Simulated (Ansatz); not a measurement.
Two structures of SiH5ClO, singlet, reached by relaxing down either side of one saddle point (PBE0-D4/def2-TZVP). Energies are electronic, without zero-point energy. Computed with Ansatz 0.2.0 (basis: def2-TZVPP and def2-QZVPP); correlated methods freeze the cores. Extrapolation: Hartree–Fock as exp(−7.88 √X), correlation as X^−2.97. First:

```csv
atom,x (Å),y (Å),z (Å)
Si1,-0.6484,-0.0376,-0.7855
H2,0.5186,0.8021,-1.1335
H3,-0.2949,-1.4594,-0.6053
H4,-1.4337,0.5187,0.3356
Cl5,-1.8985,0.0356,-2.4419
H6,1.8665,-0.3557,1.2542
O7,0.9435,-0.1592,1.4339
H8,0.9470,0.6555,1.9425
```

Second:

```
8
angstrom
Si -1.1427 -0.1920 0.1464
H 3.0881 -0.4295 -1.0572
H -0.8272 -1.2974 -0.7763
H -2.0114 -0.6121 1.2696
Cl -2.1956 1.2433 -0.8794
H 2.4977 -0.2261 -0.6466
O 0.2936 0.3861 0.6682
H 0.2976 1.1278 1.2753
```

Which bonds change from the first to the second?

SiH₃Cl ([SiH3][Cl]) + H₂O → SiH₃ClO ([OH][SiH2][Cl]) + H₂; bonds formed: Si1–O7, H2–H6; bonds broken: Si1–H2, H6–O7.

Give the saddle point's structure and its height above each. (Judge from chemistry; the value comes from the calculation.)

Computed: 1.797 eV above the first and 2.512 eV above the second (CCSD(T) at an estimated basis limit (MP2 extrapolated from triple and quadruple zeta, plus CCSD(T) − MP2 in triple zeta)).
Si1  (-0.462, -0.276, -0.266)
H2  (1.098, -0.027, -0.931)
H3  (-0.430, -1.713, -0.611)
H4  (-1.617, -0.093, 0.660)
Cl5  (-1.161, 0.967, -1.785)
H6  (1.299, 0.209, 0.129)
O7  (0.723, 0.086, 1.117)
H8  (0.551, 0.846, 1.686)
(Å)

The T1 diagnostic stays at or below 0.011.

Labels in which every atom is bracketed show which atoms are joined, not bond orders.

For scale, one of the runs: CCSD(T)/def2-TZVPP, 185 basis functions, launched by `ansatz run in.yaml --threads 2 --pin off --events-out ev --progress --plain --max-ram 4352MiB`. Hardware: 2 CPU threads of an Arm Neoverse V1, shared host. Wall time 39 s; peak host memory 1.8 GiB.
